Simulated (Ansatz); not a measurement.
Born–Oppenheimer molecular dynamics of H$_{4}$OSi (6 atoms, charge 0, multiplicity 1). It starts at the highest image of a converged band. Of that band: Beside the main top the profile has a ripple of under 15 meV (maxima at images 1, 4), which may be a very shallow well or noise. Neighbouring images differ by up to 2.1 eV, so the band resolves the path poorly. A vibrational analysis at the climbing image gives one clearly imaginary mode, 1470i cm⁻¹: a first-order saddle point.

Level of theory: Ansatz 0.2.0, RKS B3LYP-D4/def2-SVP.

- ensemble: NVE (velocity Verlet)
- time step: 0.5 fs
- steps asked: 200
- starting velocities drawn for: 300 K
- seed: 3856

First frame:

```xyz
6
Properties=species:S:1:pos:R:3
Si 0.160 0.043 -0.345
O 0.677 0.192 1.515
H 0.594 -0.662 1.974
H 1.515 0.009 0.550
H -0.715 1.246 -0.542
H -0.810 -1.110 -0.332
```

(1) How far do the bonds stretch over the last three quarters of this one trajectory? (Pairs bonded in most of those frames.)

Results:

(1) 
```csv
bond,mean (Å),spread (Å),shortest,longest
Si1–O2,1.717,0.121,1.52,1.88
Si1–H4,1.586,0.169,1.28,1.88
Si1–H5,1.537,0.073,1.40,1.69
Si1–H6,1.553,0.083,1.38,1.71
O2–H3,0.975,0.014,0.95,1.01
```

Mean temperature of the second half: 3368 K. The conserved energy stayed within 1.2 meV per atom of its start (net change 0.013 meV per atom), so the integration is sound. The kinetic energy rose, since the run started high on the potential surface and went downhill. A run of 0.1 ps of so small a system gives no equilibrium averages. The orbitals stay closed-shell, which can raise the energy where a bond breaks towards radicals; this wasn't checked here.

The run took 4.3 min on 1 thread of AMD EPYC 7R43 64-Core Processor (Zen 3) (shared host), peak memory 0.11 GiB.
